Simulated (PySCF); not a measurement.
Compound: cyclopropene, C3H4.
Atom-mapped SMILES: `[CH:1]1=[CH:2][CH2:3]1` (hydrogens: H4 on C1; H5 on C2; H6, H7 on C3)

Theory: TDDFT wB97X-D/def2-SVPD, vertical, gas phase, core orbitals frozen in the response in PySCF. Geometry: PBE0-D3(BJ)/def2-SVP; no solvent, vibrations or thermal averaging.

```csv
state,E (eV),E (kJ/mol),λ (nm),f,symmetry,"main configurations (H = HOMO, L = LUMO)"
S1,6.45,622,192.3,0.072,B1 or B2,H→L (96%)
S2,6.63,640,186.9,0.0012,–,H-1→L (99%)
S3,7.48,721,165.8,0.0061,B1 or B2,H→L+1 (96%)
S4,7.67,740,161.7,0.0000,–,H-2→L (91%)
S5,7.91,763,156.8,0.041,B1 or B2,H→L+3 (96%)
S6,7.93,765,156.4,0.0000,–,H→L+2 (89%)
S7,8.81,850,140.7,0.0097,B1 or B2,"H-1→L+1 (86%), H-1→L+3 (12%)"
S8,9.26,893,133.9,0.044,B1 or B2,H→L+4 (96%)
S9,9.27,894,133.8,0.095,A1,H-1→L+2 (97%)
S10,9.29,897,133.4,0.096,B1 or B2,"H-1→L+3 (86%), H-1→L+1 (12%)"
```

Triplets (Tamm–Dancoff): T1 4.19 eV, H→L (95%); T2 6.24 eV, H-1→L (99%); T3 7.27 eV, H-2→L (97%); T4 7.44 eV, H→L+1 (91%).

The lowest singlet lies at 6.45 eV (192 nm, vacuum ultraviolet) and is of moderate strength; its leading configuration is HOMO→LUMO (96%). The largest oscillator strength of a single state is 0.096. S8/S9 lie within about 0.01 eV of each other. Löwdin shares by element: HOMO carbon 80%, hydrogen 8% or more; LUMO carbon 84%, hydrogen 8% or more. Orbital energies (eV): HOMO-3 -14.21, HOMO-2 -11.82, HOMO-1 -10.41, HOMO -9.08, LUMO 1.93, LUMO+1 2.81, LUMO+2 3.13. The listed states span 2.85 eV, and the widest gap between neighbours is 0.88 eV (S6 to S7). The oscillator strengths of these states sum to 0.365; summed over the whole spectrum of an exact calculation they would give the number of electrons, 22 (Thomas–Reiche–Kuhn). The vertical ionisation energy (ΔSCF) is 9.71 eV, 0.41 eV above S10. Symmetry labels in C2v follow from the direction of the transition dipole and are given only for states with f of 0.002 or more; B1 and B2 swap with the choice of axes. The window holds the lowest 10 singlets.
